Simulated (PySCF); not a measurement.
Isomers of C3H6OS. Method: PBE0-D3(BJ)/def2-SVP geometry optimisation, gas phase in PySCF 2.14.0. Energies are electronic, without zero-point or thermal terms, for one conformer each. No frequencies were run at this level. Point groups hold within 0.08 Å.

Question: Rank from lowest to highest electronic energy at this level (kcal/mol).
A. `[CH3:1][C:2](=[S:3])[CH2:4][OH:5]` with C1–C2–C4–O5 175°, C2–C4–O5–H 5°
B. `[O:1]=[S:2]1[CH2:3][CH2:4][CH2:5]1` with O1–S2–C3–C4 131°, S2–C3–C4–C5 -27°, C3–C4–C5–S2 27°, O1–S2–C5–C4 -131° (thietane 1-oxide)

Answer: A (0.0), B (31.9).

As drawn, the lower has an O–H bond and a C=S bond, which the higher lacks; the higher has a four-membered ring and an S=O bond, which the lower lacks.

```
  SMILES      E (Eh)  E rel (kcal/mol)  dipole (D)  point group     A, B, C (MHz)
CC(=S)CO  -590.70313               0.0        2.85            –  4980, 3671, 2171
O=S1CCC1  -590.65232              31.9        4.03           Cs  8770, 3548, 2978
```

How do the relative energies change in single points at PBE0/pcSseg-1 (no added dispersion term) on the same geometries?

```csv
SMILES,PBE0-D3(BJ)/def2-SVP (kcal/mol),PBE0/pcSseg-1 (kcal/mol),shift
CC(=S)CO,0.0,0.0,0.0
O=S1CCC1,31.9,28.8,-3.1
```

Each column counts from its own lowest isomer. The order is unchanged; the largest shift is 3.1 kcal/mol.
